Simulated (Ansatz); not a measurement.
Results of B3LYP (VWN-RPA form) (Ansatz, a quantum-chemistry and plane-wave program, PAW) for diamond.

Run with plane-wave cutoff 520 eV, 12×12×12 k mesh, scalar-relativistic PAW data made under PBE.

Computed at the level's own relaxed cell.

```xyz
2
Lattice="0.0000 1.7839 1.7839 1.7839 0.0000 1.7839 1.7839 1.7839 0.0000" Properties=species:S:1:pos:R:3 pbc="T T T"
C      1.7839     1.7839     1.7839
C      2.6758     2.6758     2.6758
```

Give the elastic tensor (Voigt notation, GPa, ions relaxed, in the Cartesian axes of the cell as printed).


```
 1106.8   112.4   112.4     0.0     0.0     0.0
  112.4  1106.8   112.4     0.0     0.0     0.0
  112.4   112.4  1106.8     0.0     0.0     0.0
    0.0     0.0     0.0   580.1     0.0     0.0
    0.0     0.0     0.0     0.0   580.1     0.0
    0.0     0.0     0.0     0.0     0.0   580.1
```

Measured, for comparison: elastic constant C11 1081 GPa, elastic constant C12 125 GPa, elastic constant C44 579 GPa (low temperature, zero-point motion not removed; as tabulated in Tanner et al. (2021), arXiv:2110.11888). Computed (rounded) less measured: elastic constant C11 +2 %, elastic constant C12 -10 %, elastic constant C44 +0.2 %.

Computed values are for the static lattice.
